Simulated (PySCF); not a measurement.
Two structures, one formula

The two ends of one reaction step of AlH3S2, closed shell (PBE0-D4/def2-TZVP).

A:

Al1  (-0.699, 0.340, -0.341)
S2  (0.748, 1.655, 0.624)
S3  (-0.413, -1.819, -0.456)
H4  (0.762, -1.810, 0.195)
H5  (-1.992, 0.968, -0.977)
H6  (1.588, 0.663, 0.966)
(Å)

B:

Al1  (-1.202, -0.136, -0.334)
S2  (1.135, 0.772, 0.097)
S3  (-0.886, -1.652, -1.640)
H4  (1.604, -0.449, -0.219)
H5  (-2.050, 0.829, 0.581)
H6  (1.285, 0.603, 1.424)
(Å)

Computed with PySCF 2.14 with density fitting (its default auxiliary sets; JK sets also for MP2 and CCSD(T)) (basis: def2-TZVPP); correlated methods freeze the cores. B3LYP uses VWN-RPA correlation.

(1) Which structure is lower at CCSD(T), and by how much? (To be estimated.)

No T1 diagnostic of these runs exceeds 0.016.

## Answers

(1) The calculation gives: A, by 1.687 eV (electronic energy, against the other). By their contacts, A is AlH₃S₂ ([SH][AlH][SH]) and B is AlH₃S₂ ([S][AlH][SH2]).

All methods give the same order:

| method | E(B) − E(A) (eV) |
| --- | --- |
| SPW92 | 1.542 |
| PBE-D4 | 1.541 |
| r2SCAN-D4 | 1.640 |
| PBE0-D4 | 1.648 |
| B3LYP-D4 | 1.623 |
| BHLYP-D4 | 1.732 |
| wB97M-V | 1.678 |
| HF | 1.832 |
| MP2 | 1.684 |
| CCSD | 1.735 |
| CCSD(T) | 1.687 |

Labels in which every atom is bracketed show which atoms are joined, not bond orders.

For scale, one of the runs: CCSD(T)/def2-TZVPP, 168 basis functions, launched by `OMP_NUM_THREADS=4 python run.py`. The run took 45 s on 4 CPU threads of an AMD EPYC 9R45 (shared host), with 1.1 GiB of host memory at its peak.
